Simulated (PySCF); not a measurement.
Compound: C₄H₆N₂.
SMILES: `[H]/N=C\C(C=C)=N\[H]`

Torsions of this conformer, `[H]/[N:4]=[C:3]([CH:2]=[CH2:1])/[CH:5]=[N:6]\[H]`: C1–C2–C3–N4 0°, C2–C3–C5–N6 180°.

The closed-shell ground state was solved at several levels (PySCF, density fitting, gas phase, non-relativistic). Geometry: GFN2-xTB, one conformer, isolated molecule. GFN2-xTB frequencies show an imaginary mode (50i cm⁻¹), so this geometry is no minimum at that level.

```
            level  basis functions  total energy (Eh)  HOMO (eV)  LUMO (eV)  gap (eV)  dipole (D)
    PBE0/pcSseg-1              132          -265.1267      -7.60      -2.39      5.21        3.98
wB97X-D/def2-SVPD              168          -265.1977      -9.59      -0.74      8.85        4.07
```

Task: Estimate the row for B3LYP/pcJ-1, a basis of 222 functions; the other rows only guide the guess.

Result: Total energy -265.4910 Eh, HOMO -7.32 eV, LUMO -2.57 eV, gap 4.75 eV, dipole 3.99 D.

Task: Over all these levels, which gives the widest orbital gap and which the narrowest?

Result: wB97X-D/def2-SVPD (range-separated hybrid) has the widest, 8.85 eV, and B3LYP/pcJ-1 (global hybrid, 20 % exact exchange) the narrowest, 4.75 eV. Functional and basis both differ between the two, so the spread mixes both effects.

Task: How far do the dipole and the HOMO energy spread over the levels?

Result: The dipole runs from 3.98 to 4.07 D (mean 4.01 D) and the HOMO from -9.59 to -7.32 eV.

The pairwise dispersion term of wB97X-D wasn't added to the energies; at a given geometry it leaves orbitals and properties as they are.
